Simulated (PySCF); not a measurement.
NO, multiplicity 2. Atoms are numbered in the order given.

```xyz
2

N      0.0000     0.0000    -0.6107
O      0.0000     0.0000     0.5343
```
Charge 0, spin multiplicity 2.

Coordinates come from a B3LYP-D3(BJ)/def2-TZVPD optimisation.

Computed with ωB97X/def2-TZVPD run with PySCF.

Mulliken values depend strongly on the basis, most of all with diffuse functions as here. Atomic charges (e):

| atom | meta-Löwdin | Mulliken | Mulliken spin |
|---|---|---|---|
| N1 | (withheld) | 0.18 | 0.70 |
| O2 | (withheld) | -0.18 | 0.30 |

Question: Some entries are withheld; supply them. (The exact figures need the calculation; the answer reports its results.)

Answer: 
- N1, meta-Löwdin: 0.08
- O2, meta-Löwdin: -0.08
